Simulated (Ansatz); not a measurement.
Rutile CrO2 was calculated with RPBE in Ansatz (PAW).

Numerical settings: plane-wave cutoff 520 eV, 12×12×18 k mesh (along the axes of the cell as run), Fermi–Dirac smearing 0.05 eV, spin-polarised with parallel moments, scalar-relativistic PAW data made under PBE.

Properties against volume:

Shape and atoms are relaxed at each volume.

```json
[
 {"V (Å³/atom)": "9.476", "P (GPa)": "9.44", "c (Å)": "2.915", "a (Å)": "4.416"},
 {"V (Å³/atom)": "9.674", "P (GPa)": "4.43", "c (Å)": "2.929", "a (Å)": "4.451"},
 {"V (Å³/atom)": "9.871", "P (GPa)": "-0.01", "c (Å)": "2.943", "a (Å)": "4.486"},
 {"V (Å³/atom)": "10.068", "P (GPa)": "-3.91", "c (Å)": "2.955", "a (Å)": "4.522"},
 {"V (Å³/atom)": "10.266", "P (GPa)": "-7.33", "c (Å)": "2.965", "a (Å)": "4.558"}
]
```

Note: the bulk modulus comes from volumes at which shape and atoms were relaxed.

Ansatz is a program for electronic structure.
